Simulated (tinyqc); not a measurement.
RHF in the sto-6g basis, for H2F+, spin multiplicity 1, step by step. Computed by tinyqc, a small Python program that keeps every step (integrals from PySCF). Settings: charge = 1, multiplicity = 1, basis = sto-6g, energy threshold = 1e-10, iteration cap = 52, orthogonalisation = symmetric, start = core, DIIS depth = 3, method = RHF. Command: `OMP_NUM_THREADS=1 python tinyqc.py 25237 25238 out.jsonl` (the two numbers bound the seeds that draw the settings). One thread of a shared host (Intel(R) Xeon(R) Processor @ 2.60GHz), about 0.1 s of CPU time with the checks.

Geometry (angstrom):
```
atom         x          y         z
F     0.000000   0.000000  0.000000
H     0.000000   0.894000  0.663000
H     0.000000  -0.894000  0.663000
```

Stop when the energy changes by less than 1e-10 hartree and every element of the error matrix X^T (F D S - S D F) X is below 3e-06.

Course of the cycle:
```
iteration   E (hartree)     change  largest element of the error matrix
1          -98.78588786          -                             4.74e-01
2          -99.74810131  -9.62e-01                             5.60e-02
3          -99.75510974  -7.01e-03                             1.82e-02
4          -99.75553557  -4.26e-04                             4.63e-03
5          -99.75556481  -2.92e-05                             1.25e-03
6          -99.75557028  -5.47e-06                             3.68e-04
7          -99.75557063  -3.48e-07                             4.19e-05
8          -99.75557063  -1.58e-09                             5.25e-06
9          -99.75557063  -2.95e-11                             5.52e-07
```

Can the last value be used, and what does the course show?

Yes. Converged in 9 iterations. PySCF RHF in the same basis = -99.75557063 hartree.
